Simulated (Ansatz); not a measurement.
Cost and result for the atomization energy of C₂H₃FS₂ (`FC1SCS1`) (8 atoms, 8 bonds).

The species carries charge 0 and has multiplicity 1. The structure was optimised at the PBE0-D4/def2-TZVP level. Program: Ansatz. All runs use 2 threads of an Intel Xeon 6975P-C on a shared host. Times are those of one run each, without the atoms' runs, and a repeat can differ threefold. Electronic energies, without spin–orbit coupling; frozen cores. CCSD(T)/CBS adds CCSD(T) − MP2 in def2-TZVPP to the MP2 limit, and its time is that of the two runs behind it. T1 = 0.013. B3LYP takes the VWN-RPA correlation (the form of Gaussian; ORCA's B3LYP/G).

CCSD(T)/CBS is a level of theory with its own doubt, some kJ/mol a heavy atom from the limit and from the frozen cores, so smaller differences don't rank the functionals.

```
                            level  functions  wall time
           LDA (SPW92)/def2-TZVPP        219      1.8 s
             revPBE-D4/def2-TZVPP        219      2.3 s
                 CCSD(T)/def2-SVP         93        3 s
               PBE0-D4/def2-TZVPP        219      4.2 s
            r2SCANh-D4/def2-TZVPP        219        6 s
B3LYP-D4/def2-TZVPP (with forces)        219        7 s
                B2PLYP/def2-TZVPP        219        8 s
              PBE-QIDH/def2-TZVPP        219        8 s
               ωB97X-V/def2-TZVPP        219      9.5 s
 ωB97M-V/def2-TZVPP (with forces)        219       13 s
                   MP2/def2-QZVPP        401       28 s
               CCSD(T)/def2-TZVPP        219       38 s
                CCSD(T)/CBS(def2)          –       66 s
```

Task: What atomization energy does each give, and how far from CCSD(T)/CBS? (Best estimate.)

Result: The calculation gave: 
```tsv
level	atomization (kJ/mol)	difference from CCSD(T)/CBS	per bond
LDA (SPW92)/def2-TZVPP	3474.3	570.7	71.3
revPBE-D4/def2-TZVPP	2945.0	41.4	5.2
CCSD(T)/def2-SVP	2680.9	-222.7	-27.8
PBE0-D4/def2-TZVPP	2946.9	43.3	5.4
r2SCANh-D4/def2-TZVPP	2898.7	-4.9	-0.6
B3LYP-D4/def2-TZVPP (with forces)	2885.8	-17.8	-2.2
B2PLYP/def2-TZVPP	2854.9	-48.7	-6.1
PBE-QIDH/def2-TZVPP	2902.3	-1.3	-0.2
ωB97X-V/def2-TZVPP	2929.5	25.9	3.2
ωB97M-V/def2-TZVPP (with forces)	2932.5	28.9	3.6
MP2/def2-QZVPP	2953.7	50.1	6.3
CCSD(T)/def2-TZVPP	2804.8	-98.8	-12.3
CCSD(T)/CBS(def2)	2903.6	0.0	0.0
```

In def2-TZVPP, CCSD(T) changes the Hartree–Fock value by +854.5 kJ/mol (the triples alone add +70.2 kJ/mol) and MP2 by +945.5 kJ/mol; breaking electron pairs costs correlation energy, which Hartree–Fock lacks. From PBE to PBE0 (25 % exact exchange), in def2-TZVPP and without D4, the atomization energy moves by −84.1 kJ/mol: exact exchange takes away binding that semilocal exchange gives to molecules. At CCSD(T), def2-SVP lies −222.7 kJ/mol from the extrapolated value and def2-TZVPP −98.8 kJ/mol: correlation converges slowly with the basis, and small sets miss more of it in the bonded molecule than in its fragments.
